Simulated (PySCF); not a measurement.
dimethyl ether (C2H6O), SMILES COC. Atoms are numbered in the order given.

```xyz
9

C      1.1719     0.0000    -0.1949
O      0.0000     0.0000     0.5882
C     -1.1719     0.0000    -0.1949
H      1.2270    -0.8906    -0.8353
H      1.2270     0.8906    -0.8353
H      2.0207     0.0000     0.4872
H     -1.2270    -0.8906    -0.8353
H     -2.0207     0.0000     0.4872
H     -1.2270     0.8906    -0.8353
```
Charge 0, spin multiplicity 1.

Geometry: B3LYP-D3(BJ)/def2-TZVP.

Method: B3LYP/def2-TZVPD run with PySCF.

The molecule is in vacuum.

Computed frontier levels, gap, dipole moment and polarisability:
```yaml
highest_occupied_level: -7.23 eV
lowest_empty_level: 0.11 eV
orbital_gap: 7.35 eV
dipole_moment: 1.26 D
quadrupole, principal values (traceless, Buckingham form, about the centre of nuclear charge): -2.53, -0.74, 3.27 D·Å
mean_static_polarisability: 34.2 bohr³ (5.07 Å³)
polarisability_principal_values: 31.4, 32.1, 39.1 bohr³
```
